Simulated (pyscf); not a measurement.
`[NH3]` + `[F][B]([Cl])[Cl]` → `[NH2][B]([Cl])[Cl]` + `[FH]`, a four-centre exchange (singlet surface; H–N, B–F broken, B–N, F–H formed). PySCF, gas phase, ωB97X-D3(BJ)/def2-SVP geometries. Correlated levels are frozen-core, on RHF or UHF. ΔMP2 is the change of the MP2 total energy from the triple- to the quadruple-zeta basis. Energies in kcal/mol from the separated reactants.

AM1 to PM7: differences of heats of formation from MOPAC, which are fitted to 298 K values and so differ in kind from electronic energies by zero-point and thermal terms. 

Quick PM3 single points give ΔE‡ = 31.3 kcal/mol and ΔE = +1.5 kcal/mol. What does CCSD(T)/def2-TZVPP + ΔMP2(QZVPP) give, and how far is the quick result from it?

CCSD(T)/def2-TZVPP + ΔMP2(QZVPP) gives ΔE‡ = 17.2 kcal/mol and ΔE = +1.6 kcal/mol. PM3 lies 14.0 kcal/mol over it in the barrier and 0.0 kcal/mol under it in the reaction energy, so on this step it does not hold to within 3.0 kcal/mol. CCSD(T)/def2-TZVPP + ΔMP2(QZVPP) has limits of its own. On the reactant side the descent ends in an adduct with a B–N contact, 24.9 kcal/mol under the separated species and 39.9 kcal/mol under the saddle at ωB97X-D3(BJ)/def2-TZVP. What is counted as formed (B–N) is already present as a longer contact in the reactant adduct; forming that adduct is a step of its own. At ωB97X-D3(BJ)/def2-TZVP the barrier from the zero used here is 15.1 kcal/mol. One saddle was located; it need not be the lowest between these sides. The CCSD(T) − MP2 part came from Ansatz, without density fitting, on the same reference.
